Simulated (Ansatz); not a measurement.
A run of Ansatz (development build ahead of 0.2.0) on quartet Al2(-) at this shape:

```xyz
2

Al    0.0264   -0.0113   -1.3146
Al   -0.0105   -0.0178    1.2281
```

Its results:

| Property | Result |
| --- | --- |
| Converged | yes |
| Reference energy | -483.63040 hartree |
| Correlation energy | -0.09274 hartree |
| Total energy | -483.72314 hartree |
| Spin squared of the determinant | 3.750 |
| Stability test | minimum among restricted orbitals |
| Occupied orbitals by symmetry in an Abelian subgroup (alpha; beta) | 5 Ag 4 B1u 1 B2g 2 B2u 1 B3g 2 B3u; 4 Ag 4 B1u 1 B2g 1 B2u 1 B3g 1 B3u |

Messages of the program:
```
mean field -13160.25364745 eV, -483.6304012035 hartree, gradient 4.5e-6 eV, S^2 3.750000; 4 other ends of a descent, 0 dependent functions left out
```

Task: Which input gives this output? Name the method, the orbitals and the basis set, and write the input.

Result: ROHF-MP2 in def2-SVP.

```yaml
crystal:
  periodic: [false, false, false]
  atoms:
    - { symbol: Al, position_ang: [0.0264, -0.0113, -1.31455] }
    - { symbol: Al, position_ang: [-0.0105, -0.01784, 1.2281] }
basis:
  gaussian: { orbitals: def2-SVP }
total_charge: -1
magnetization:
  initial_magnetization: 3
hamiltonian:
  xc: hf
correlation:
  method: mp2
  frozen_orbitals: { Al: 5 }
```

Caution: no diffuse functions for an anion.
